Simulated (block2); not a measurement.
# DMRG/ANO-RCC-MB run of N2H3 (hydrazinyl radical)

What is the energy change on altering one bond length of N2H3 (hydrazinyl radical) at DMRG/ANO-RCC-MB? The job is set up through a Python script.

Program for the calculation: block2 0.5.4.

3 further runs of the same task are left out: 1 that didn't finish, 2 set aside as unsound or not needed. Runs told in other sessions of the task aren't counted.

### 1 The molecule

N2H3: 5 atoms, total charge 0, spin state doublet. As SMILES, `[NH]N`. The shape is that of a PBE0-D4/def2-TZVP optimisation. This is one conformer, not always the lowest.

Bond lengths: N1–N2 1.338 Å, N1–H3 1.021 Å, N2–H4 1.008 Å, N2–H5 1.012 Å. Angles: N1–N2–H4 113.9°, N1–N2–H5 120.9°, N2–N1–H3 106.1°, H4–N2–H5 114.6°.

### 2 The energy at DMRG/ANO-RCC-MB

block2_dmrg.py reads:

```python
import numpy as np
from pyscf import cc, dft, gto, mcscf, mp, scf
from pyblock2._pyscf.ao2mo import integrals as itg
from pyblock2.driver.core import DMRGDriver, SymmetryTypes

geom = """
N     -0.187600    -0.818050     0.454040
N     -0.128660     0.235610    -0.368450
H      0.759840    -0.951450     0.811270
H     -1.030950     0.592300    -0.640030
H      0.587360     0.941580    -0.256830
"""
mol = gto.M(
    atom=geom,
    basis="ano-rcc-mb",
    spin=1,
    verbose=3,
)
print("basis functions                = %d" % (mol.nao))
mf = scf.ROHF(mol)
mf.conv_tol = 1e-10
mf.max_cycle = 200
mf.kernel()
if not mf.converged:
    mf = mf.newton().run(mf.mo_coeff, mf.mo_occ)
print(f"reference energy               = {mf.e_tot:.10f}")
ref = scf.UHF(mol).run(mf.make_rdm1(), conv_tol=1e-10)
pt = mp.MP2(ref, frozen=2).run()
mycc = cc.CCSD(ref, frozen=2)
mycc.max_cycle = 150
mycc.kernel()
print("E(MP2)                         = %.10f" % (pt.e_tot))
if mycc.converged:
    print("E(CCSD)                        = %.10f" % (mycc.e_tot))
    print("E(CCSD(T))                     = %.10f" % (mycc.e_tot + mycc.ccsd_t()))
ks = dft.UKS(mol, xc="b3lyp").set(conv_tol=1e-9, verbose=3).run(mf.make_rdm1())
if ks.converged:
    print(f"E(B3LYP)                       = {ks.e_tot:.8f}")
ks = dft.UKS(mol, xc="m06l").set(conv_tol=1e-9, verbose=3).run(mf.make_rdm1())
if ks.converged:
    print("E(M06-L)                       = %.8f" % (ks.e_tot))
ks = dft.UKS(mol, xc="revpbe").set(conv_tol=1e-9, verbose=3).run(mf.make_rdm1())
if ks.converged:
    print(f"E(revPBE)                      = {ks.e_tot:.8f}")
ks = dft.UKS(mol, xc="blyp").set(conv_tol=1e-9, verbose=3).run(mf.make_rdm1())
if ks.converged:
    print("E(BLYP)                        = %.8f" % (ks.e_tot))
ncas, n_elec, spin, ecore, h1e, g2e, orb_sym = itg.get_rhf_integrals(mf, ncore=2, ncas=11, pg_symm=False, g2e_symm=1)
driver = DMRGDriver(scratch="./tmp", symm_type=SymmetryTypes.SU2, stack_mem=1500 << 20, n_threads=1)
idx = driver.orbital_reordering(h1e, g2e, method="gaopt")
print("orbital order:", idx.tolist())
h1e = h1e[np.ix_(idx, idx)]
g2e = g2e[np.ix_(idx, idx, idx, idx)]
orb_sym = np.array(orb_sym)[idx]
driver.initialize_system(n_sites=ncas, n_elec=n_elec, spin=spin, orb_sym=orb_sym)
mpo = driver.get_qc_mpo(h1e=h1e, g2e=g2e, ecore=ecore, iprint=0)
occs = np.array([1.7] * 6 + [1.0] * 1 + [0.3] * 4)[idx]
ket = driver.get_random_mps(tag="GS", bond_dim=25, nroots=1, occs=occs)
bond_dims = [25] * 4 + [50] * 4 + [75] * 4 + [100] * 3
noises = [0.001] * 4 + [0.0001] * 4 + [0.0001] * 4 + [1e-05] * 3 + [0]
thrds = [1e-08] * 15
e = driver.dmrg(mpo, ket, n_sweeps=21, tol=1e-07, bond_dims=bond_dims, noises=noises, thrds=thrds, iprint=1)
ms, dws, es = driver.get_dmrg_results()
print("DW                             = %.3e" % (dws[-1]))
print(f"total energy                   = {e:.10f}")
dm1 = driver.get_1pdm(ket)
print("occupation numbers             =", np.round(np.linalg.eigvalsh(dm1)[::-1], 5).tolist())
c_act = mf.mo_coeff[:, 2:13][:, idx]
dm_ao = c_act @ dm1 @ c_act.T + 2 * mf.mo_coeff[:, :2] @ mf.mo_coeff[:, :2].T
print("dipole moment (debye)          =", np.round(scf.hf.dip_moment(mol, dm_ao, verbose=0), 4).tolist())
print("largest bipartite entropy      = %.4f" % (max(driver.get_bipartite_entanglement(ket))))
csf, coef = driver.get_csf_coefficients(ket, cutoff=0.1, iprint=1)
print("leading coefficient squared    = %.4f" % (np.max(np.abs(coef)) ** 2))
ci = mcscf.CASCI(mf, 11, (7, 6))
ci.fix_spin_(ss=0.75)
ci.fcisolver.conv_tol = 1e-10
ci.fcisolver.max_cycle = 200
ci.kernel()
print(f"exact diagonalisation          = {ci.e_tot:.10f}")
```

Launch:

```bash
$ python block2_dmrg.py
```

Standard output:

```text
basis functions                = 13
converged SCF energy = -110.423466148452
reference energy               = -110.4234661485
converged SCF energy = -110.425286271317  <S^2> = 0.75508524  2S+1 = 2.0050788
E(UMP2) = -110.50681247464  E_corr = -0.0815262033227463
E(SCS-UMP2) = -110.51255311671  E_corr = -0.0872668453930601
E(UCCSD) = -110.532882004345  E_corr = -0.1075957330277415
E(MP2)                         = -110.5068124746
E(CCSD)                        = -110.5328820043
UCCSD(T) correction = -0.000948276307558563
E(CCSD(T))                     = -110.5338302807
converged SCF energy = -111.095122983163  <S^2> = 0.75132103  2S+1 = 2.0013206
E(B3LYP)                       = -111.09512298
converged SCF energy = -111.06458740715  <S^2> = 0.75157197  2S+1 = 2.0015714
E(M06-L)                       = -111.06458741
converged SCF energy = -111.064262220038  <S^2> = 0.75099133  2S+1 = 2.0009911
E(revPBE)                      = -111.06426222
converged SCF energy = -111.060718578032  <S^2> = 0.75093729  2S+1 = 2.0009371
E(BLYP)                        = -111.06071858
orbital order: [7, 10, 8, 9, 2, 3, 1, 0, 5, 4, 6]

Sweep =    0 | Direction =  forward | Bond dimension =   25 | Noise =  1.00e-03 | Dav threshold =  1.00e-08
Time elapsed =      0.194 | E =    -110.5163342202 | DW = 1.86745e-04

[... 42 lines left out ...]
Sweep =   15 | Direction = backward | Bond dimension =  100 | Noise =  0.00e+00 | Dav threshold =  1.00e-08
Time elapsed =     10.196 | E =    -110.5340527107 | DE = -9.38e-06 | DW = 5.96484e-05

Sweep =   16 | Direction =  forward | Bond dimension =  100 | Noise =  0.00e+00 | Dav threshold =  1.00e-08
Time elapsed =     11.365 | E =    -110.5340534759 | DE = -7.65e-07 | DW = 6.03267e-05

Sweep =   17 | Direction = backward | Bond dimension =  100 | Noise =  0.00e+00 | Dav threshold =  1.00e-08
Time elapsed =     12.485 | E =    -110.5340541199 | DE = -6.44e-07 | DW = 6.04433e-05

Sweep =   18 | Direction =  forward | Bond dimension =  100 | Noise =  0.00e+00 | Dav threshold =  1.00e-08
Time elapsed =     13.654 | E =    -110.5340542304 | DE = -1.11e-07 | DW = 6.04769e-05

Sweep =   19 | Direction = backward | Bond dimension =  100 | Noise =  0.00e+00 | Dav threshold =  1.00e-08
Time elapsed =     14.774 | E =    -110.5340543320 | DE = -1.02e-07 | DW = 6.05023e-05

Sweep =   20 | Direction =  forward | Bond dimension =  100 | Noise =  0.00e+00 | Dav threshold =  1.00e-08
Time elapsed =     15.941 | E =    -110.5340543809 | DE = -4.89e-08 | DW = 6.05175e-05

DW                             = 6.052e-05
total energy                   = -110.5340543809
occupation numbers             = [1.99415, 1.98697, 1.9815, 1.97779, 1.97405, 1.96852, 1.01255, 0.03264, 0.02662, 0.02282, 0.02241]
dipole moment (debye)          = [1.014, 2.1374, -0.1344]
largest bipartite entropy      = 0.3904
mps center changed (temporarily)
DTRIE T =      0.001
Number of CSF =          1 (cutoff =       0.1)
Sum of weights of included CSF =    0.933134554059776

CSF          0 0000222222-  =   -0.965988899553083
leading coefficient squared    = 0.9331
CASCI E = -110.534283006143  E(CI) = -43.5648427883882  S^2 = 0.7500000
exact diagonalisation          = -110.5342830061
```

Run time: 29 s. Hardware: 1 thread of Arm Neoverse V1, shared host; peak memory 0.3 GiB.

### 3 The distorted shape: the energy at DMRG/ANO-RCC-MB

run_dmrg.py reads:

```python
import numpy as np
from pyscf import cc, dft, gto, lo, mcscf, mp, scf
from pyblock2._pyscf.ao2mo import integrals as itg
from pyblock2.driver.core import DMRGDriver, SymmetryTypes

geom = [
    ("N", (-0.205284, -1.134179, 0.700811)),
    ("N", (-0.128660, 0.235610, -0.368450)),
    ("H", (0.742156, -1.267579, 1.058041)),
    ("H", (-1.030950, 0.592300, -0.640030)),
    ("H", (0.587360, 0.941580, -0.256830)),
]
mol = gto.M(
    atom=geom,
    basis="ano-rcc-mb",
    spin=1,
    verbose=3,
    max_memory=2000,
)
print("nao: %d" % (mol.nao))
mf = scf.ROHF(mol)
mf.conv_tol = 1e-10
mf.max_cycle = 200
mf.kernel()
if not mf.converged:
    mf = mf.newton().run(mf.mo_coeff, mf.mo_occ)
print("E(HF): %.10f" % (mf.e_tot))
# MP2, CCSD and CCSD(T) with the same frozen core
ref = scf.UHF(mol).run(mf.make_rdm1(), conv_tol=1e-10)
pt = mp.MP2(ref, frozen=2).run()
mycc = cc.CCSD(ref, frozen=2)
mycc.max_cycle = 150
mycc.kernel()
print(f"E(MP2): {pt.e_tot:.10f}")
if mycc.converged:
    print(f"CCSD total energy: {mycc.e_tot:.10f}")
    print("E(CCSD(T)): %.10f" % (mycc.e_tot + mycc.ccsd_t()))
# a few density functionals on the same geometry and basis
ks = dft.UKS(mol, xc="b3lyp").set(conv_tol=1e-9, verbose=3).run(mf.make_rdm1())
if ks.converged:
    print(f"E(B3LYP): {ks.e_tot:.8f}")
ks = dft.UKS(mol, xc="m06l").set(conv_tol=1e-9, verbose=3).run(mf.make_rdm1())
if ks.converged:
    print("E(M06-L): %.8f" % (ks.e_tot))
ks = dft.UKS(mol, xc="revpbe").set(conv_tol=1e-9, verbose=3).run(mf.make_rdm1())
if ks.converged:
    print("E(revPBE): %.8f" % (ks.e_tot))
ks = dft.UKS(mol, xc="blyp").set(conv_tol=1e-9, verbose=3).run(mf.make_rdm1())
if ks.converged:
    print(f"E(BLYP): {ks.e_tot:.8f}")
# split localisation
mo = mf.mo_coeff.copy()
for a, b in ((2, 8), (9, 13)):
    if b - a > 1:
        mo[:, a:b] = lo.PM(mol, mo[:, a:b]).kernel()
mf.mo_coeff = mo
ncas, n_elec, spin, ecore, h1e, g2e, orb_sym = itg.get_rhf_integrals(mf, ncore=2, ncas=11, pg_symm=False, g2e_symm=1)
driver = DMRGDriver(scratch="./tmp", symm_type=SymmetryTypes.SU2, stack_mem=1500 << 20, n_threads=1)
# orbital ordering
idx = driver.orbital_reordering(h1e, g2e, method="fiedler")
print("orbital order:", idx.tolist())
h1e = h1e[np.ix_(idx, idx)]
g2e = g2e[np.ix_(idx, idx, idx, idx)]
orb_sym = np.array(orb_sym)[idx]
driver.initialize_system(n_sites=ncas, n_elec=n_elec, spin=spin, orb_sym=orb_sym)
mpo = driver.get_qc_mpo(h1e=h1e, g2e=g2e, ecore=ecore, iprint=1)
occs = np.array([1.8] * 6 + [1.0] * 1 + [0.2] * 4)[idx]
ket = driver.get_random_mps(tag="GS", bond_dim=50, nroots=1, occs=occs)
bond_dims = [50] * 2 + [100] * 3
noises = [0.0001] * 2 + [1e-05] * 3 + [0]
thrds = [1e-09] * 5
e = driver.dmrg(mpo, ket, n_sweeps=11, tol=1e-06, bond_dims=bond_dims, noises=noises, thrds=thrds, iprint=2)
ms, dws, es = driver.get_dmrg_results()
print("max discarded weight: %.3e" % (dws[-1]))
print("total energy: %.10f" % (e))
dm1 = driver.get_1pdm(ket)
print("occupation numbers:", np.round(np.linalg.eigvalsh(dm1)[::-1], 5).tolist())
c_act = mf.mo_coeff[:, 2:13][:, idx]
dm_ao = c_act @ dm1 @ c_act.T + 2 * mf.mo_coeff[:, :2] @ mf.mo_coeff[:, :2].T
print("dipole / D:", np.round(scf.hf.dip_moment(mol, dm_ao, verbose=0), 4).tolist())
print("largest bipartite entropy: %.4f" % (max(driver.get_bipartite_entanglement(ket))))
csf, coef = driver.get_csf_coefficients(ket, cutoff=0.05, iprint=1)
print("c0^2: %.4f" % (np.max(np.abs(coef)) ** 2))
# FCI check
ci = mcscf.CASCI(mf, 11, (7, 6))
ci.fix_spin_(ss=0.75)
ci.fcisolver.conv_tol = 1e-10
ci.fcisolver.max_cycle = 200
ci.kernel()
print(f"FCI energy: {ci.e_tot:.10f}")
```

Launch:

```bash
$ python run_dmrg.py
```

Standard output:

```text
nao: 13
converged SCF energy = -110.379737175425
E(HF): -110.3797371754
converged SCF energy = -110.387370721452  <S^2> = 0.96605272  2S+1 = 2.2054956
E(UMP2) = -110.464407629807  E_corr = -0.0770369083551116
E(SCS-UMP2) = -110.472190113384  E_corr = -0.0848193919314236
E(UCCSD) = -110.5106615554131  E_corr = -0.1232908339609762
E(MP2): -110.4644076298
CCSD total energy: -110.5106615554
UCCSD(T) correction = -0.00143627261368842
E(CCSD(T)): -110.5120978280
converged SCF energy = -111.065539470924  <S^2> = 0.7524571  2S+1 = 2.0024556
E(B3LYP): -111.06553947
converged SCF energy = -111.034084239564  <S^2> = 0.75280587  2S+1 = 2.0028039
E(M06-L): -111.03408424
converged SCF energy = -111.041118671109  <S^2> = 0.75150247  2S+1 = 2.0015019
E(revPBE): -111.04111867
converged SCF energy = -111.042231287066  <S^2> = 0.75130694  2S+1 = 2.0013065
E(BLYP): -111.04223129
orbital order: [8, 1, 4, 6, 7, 3, 5, 0, 2, 10, 9]
integral symmetrize error =  0.0
integral cutoff error =  0.0
mpo terms =       8802

[... 35 lines left out ...]
 --> Site =    5-   6 .. Mmps =   50 Ndav =  19 E =   -110.4795902648 Error = 7.86e-07 FLOPS = 2.83e+09 Tdav = 0.06 T = 0.14
[... 17 lines left out ...]
 <-- Site =    5-   6 .. Mmps =   50 Ndav =  10 E =   -110.5126063500 Error = 7.67e-06 FLOPS = 3.18e+09 Tdav = 0.07 T = 0.16
[... 17 lines left out ...]
 --> Site =    3-   4 .. Mmps =  100 Ndav =   6 E =   -110.5133498813 Error = 1.07e-07 FLOPS = 3.34e+09 Tdav = 0.03 T = 0.08
[... 17 lines left out ...]
 <-- Site =    7-   8 .. Mmps =   35 Ndav =   1 E =   -110.5134387097 Error = 0.00e+00 FLOPS = 2.23e+09 Tdav = 0.00 T = 0.04
[... 17 lines left out ...]
 --> Site =    1-   2 .. Mmps =   15 Ndav =   1 E =   -110.5134418146 Error = 0.00e+00 FLOPS = 1.40e+09 Tdav = 0.00 T = 0.02
[... 17 lines left out ...]
 <-- Site =    9-  10 .. Mmps =    3 Ndav =   1 E =   -110.5134414179 Error = 0.00e+00 FLOPS = 6.13e+08 Tdav = 0.00 T = 0.00
[... 3 lines left out ...]
 <-- Site =    5-   6 .. Mmps =  100 Ndav =   3 E =   -110.5134443517 Error = 8.78e-07 FLOPS = 3.97e+09 Tdav = 0.11 T = 0.31
 <-- Site =    4-   5 .. Mmps =  100 Ndav =   3 E =   -110.5134472373 Error = 1.71e-06 FLOPS = 4.01e+09 Tdav = 0.12 T = 0.34
 <-- Site =    3-   4 .. Mmps =  100 Ndav =   2 E =   -110.5134427582 Error = 1.86e-07 FLOPS = 3.67e+09 Tdav = 0.02 T = 0.10
 <-- Site =    2-   3 .. Mmps =  100 Ndav =   1 E =   -110.5134421579 Error = 1.39e-19 FLOPS = 2.51e+09 Tdav = 0.00 T = 0.05
 <-- Site =    1-   2 .. Mmps =   63 Ndav =   1 E =   -110.5134421579 Error = 1.08e-19 FLOPS = 1.61e+09 Tdav = 0.00 T = 0.03
 <-- Site =    0-   1 .. Mmps =   44 Ndav =   1 E =   -110.5134421579 Error = 4.88e-20 FLOPS = 4.94e+08 Tdav = 0.00 T = 0.02
[... 8 lines left out ...]
max discarded weight: 1.707e-06
total energy: -110.5134472373
occupation numbers: [1.99304, 1.98528, 1.97579, 1.97368, 1.97103, 1.89613, 1.02242, 0.10924, 0.02796, 0.02314, 0.02229]
dipole / D: [0.984, 1.5519, 0.3752]
largest bipartite entropy: 0.4765
DTRIE T =      0.002
Number of CSF =          9 (cutoff =      0.05)
Sum of weights of included CSF =    0.962196316640845

CSF          0 022-0222200  =    0.934414948342370
CSF          1 022-2022200  =   -0.170526984937459
CSF          2 022202-2200  =   -0.143660032482588
CSF          3 0222+--2200  =   -0.091147202927663
CSF          4 202-0222200  =   -0.087403466210660
CSF          5 022-0220220  =   -0.079359392752241
CSF          6 022-0222002  =   -0.079331604172604
CSF          7 0222-+-2200  =    0.077648841116994
CSF          8 022+--22200  =   -0.069133391048196
c0^2: 0.8731
CASCI E = -110.513452165898  E(CI) = -40.5814009863122  S^2 = 0.7500000
FCI energy: -110.5134521659
```

Run time: 19 s. Hardware: 1 thread of Arm Neoverse V1, shared host; peak memory 0.29 GiB.

### 4 Summary of results

At DMRG/ANO-RCC-MB, 2 core orbitals frozen:

| quantity | value |
| --- | --- |
| run 1, DMRG/ANO-RCC-MB: total energy | -110.53405 Eh |
| run 1, DMRG/ANO-RCC-MB: dipole moment (of the density that the program reports) | 2.37 D |
| distorted shape: total energy | -110.51345 Eh |
| distorted shape: dipole moment (of the density that the program reports) | 1.88 D |
| energy change with the N1–N2 bond stretched from 1.338 to 1.739 Å | 0.561 eV |

With the N1–N2 bond stretched from 1.338 to 1.739 Å the energy rises by 0.56 eV (12.9 kcal/mol). The first shape isn't relaxed at this level, so the change isn't measured from a minimum. The minimal basis adds a large error of its own. The basis (run 1, DMRG/ANO-RCC-MB) was made for a relativistic Hamiltonian, but the run is non-relativistic. The basis (distorted shape) was made for a relativistic Hamiltonian, but the run is non-relativistic.
